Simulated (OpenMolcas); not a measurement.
**BNH4 (SMILES BN): the vertical energy of the triplet above the singlet, rung by rung**

BNH4: 6 atoms, total charge 0, spin state singlet. SMILES: `BN`. The shape is that of a PBE0-D4/def2-TZVP optimisation.

Quantity: the vertical energy of the triplet above the singlet, in eV. The values are calculated.

```csv
level,kind,program,value (eV),less FCI/STO-3G,CPU time (all runs)
HF/STO-3G,Hartree–Fock,OpenMolcas,6.71,-0.76,3.4 s
SVWN5/STO-3G,LDA,OpenMolcas,7.59,+0.12,12 s
PBE/STO-3G,GGA,OpenMolcas,7.44,-0.03,29 s
r2SCAN/STO-3G,meta-GGA,OpenMolcas,7.53,+0.06,18 s
M06-2X/STO-3G,hybrid meta-GGA,OpenMolcas,7.96,+0.49,21 s
"MRCI(2,2)/STO-3G",multireference,OpenMolcas,7.46,-0.01,3.5 s
"CCSD(T)/STO-3G, open shells restricted",coupled cluster or CI,OpenMolcas,7.47,0.00,4.6 s
"FCI/STO-3G, open shells restricted",exact in the basis,OpenMolcas,7.47,0.00,91 s
```

FCI/STO-3G, open shells restricted is exact within its basis and frozen core, so for wave-function methods in that basis the difference is their error; functionals converge differently with the basis, so for them it is only a difference. The values span 6.71 to 7.96 eV. A triplet this far above the singlet is often a Rydberg-like or dissociative state; sets without diffuse functions put Rydberg states too high. All rows use very small basis sets, so even the best lies far from the true value. Times are those of the runs behind each value, whatever else they computed, on shared processors of several kinds: orders of magnitude only.
